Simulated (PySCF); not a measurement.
Molecule: N-Methylacetamide, C3H7NO.

Geometry:
| atom | x (Å) | y (Å) | z (Å) |
| --- | --- | --- | --- |
| C1 | 1.866 | 0.091 | 0.306 |
| N2 | 0.531 | -0.397 | 0.079 |
| C3 | -0.525 | 0.459 | 0.050 |
| C4 | -1.872 | -0.173 | -0.229 |
| O5 | -0.386 | 1.655 | 0.214 |
| H6 | 2.134 | 0.863 | -0.432 |
| H7 | 1.966 | 0.547 | 1.304 |
| H8 | 2.578 | -0.741 | 0.225 |
| H9 | 0.375 | -1.386 | -0.046 |
| H10 | -2.624 | 0.317 | 0.404 |
| H11 | -1.897 | -1.258 | -0.056 |
| H12 | -2.146 | 0.024 | -1.276 |

Geometry PBE0-D3(BJ)/def2-SVP throughout; GIAO in PySCF 2.14.0 with density-fitted response routines, gas phase, one conformer, non-relativistic; equivalent atoms averaged; functional PBE0.

Q: How do the absolute shieldings σ depend on the basis set? (ppm; last column core-seconds on shared hosts with different chips, so compare them loosely)

A: 
```tsv
basis set	functions	C3	C1	C4	N2	O5	H9	H6/H7/H8	H10/H11/H12	core-s
STO-3G	32	128.3	201.0	212.2	238.8	-67.1	28.93	30.44	31.01	2.2
6-31G	59	41.7	172.7	175.7	161.7	-81.4	28.55	29.90	30.78	4.3
pcSseg-0	59	16.5	167.0	165.7	152.1	-117.1	29.48	29.81	30.76	4
6-31G*	84	39.6	166.9	172.3	162.5	-48.8	28.08	29.43	30.41	5.6
def2-SVP	105	33.7	167.6	172.8	162.0	-61.5	27.29	28.91	29.85	6.7
cc-pVDZ	105	37.2	172.8	173.9	160.6	-42.6	27.44	28.55	29.77	7.2
pcSseg-1	120	15.3	156.4	161.5	146.1	-97.9	26.95	28.61	29.56	7.2
6-311+G(2d,p)	177	17.7	159.5	164.4	145.7	-78.0	26.90	28.88	29.80	15
aug-cc-pVDZ	178	31.4	172.2	173.0	159.1	-35.6	26.81	28.39	29.59	15
def2-TZVP	197	16.7	158.8	164.3	148.2	-81.5	26.87	28.90	29.80	17
IGLO-III	245	11.5	159.2	160.3	140.4	-73.8	26.86	28.46	29.63	22
cc-pVTZ	248	20.1	163.2	164.5	147.3	-65.2	26.84	28.43	29.60	22
pcSseg-2	278	10.3	159.0	160.2	141.1	-76.1	26.60	28.35	29.51	19
```

Q: Which nucleus moves most, in ppm?

A: C3 (amide carbonyl carbon): from 10.3 ppm with pcSseg-2 to 128.3 ppm with STO-3G. The smallest spread is 1.50 ppm, at H10/H11/H12. Proton shifts span only some 12 ppm, so a few tenths of a ppm matter as much there as several ppm in carbon.

Q: Taking the largest basis, pcSseg-2 (278 functions), as the yardstick, rank the others by their worst heavy-atom deviation.

A: IGLO-III 2.3 ppm (245 functions), def2-TZVP 7.1 ppm (197 functions), 6-311+G(2d,p) 7.4 ppm (177 functions), cc-pVTZ 10.9 ppm (248 functions), pcSseg-1 21.8 ppm (120 functions), def2-SVP 23.4 ppm (105 functions), 6-31G* 29.3 ppm (84 functions), 6-31G 31.4 ppm (59 functions), cc-pVDZ 33.6 ppm (105 functions), aug-cc-pVDZ 40.5 ppm (178 functions), pcSseg-0 41.0 ppm (59 functions), STO-3G 118.0 ppm (32 functions).

A small basis that lands close on one nucleus may do so by chance; judge by the trend and by all nuclei.
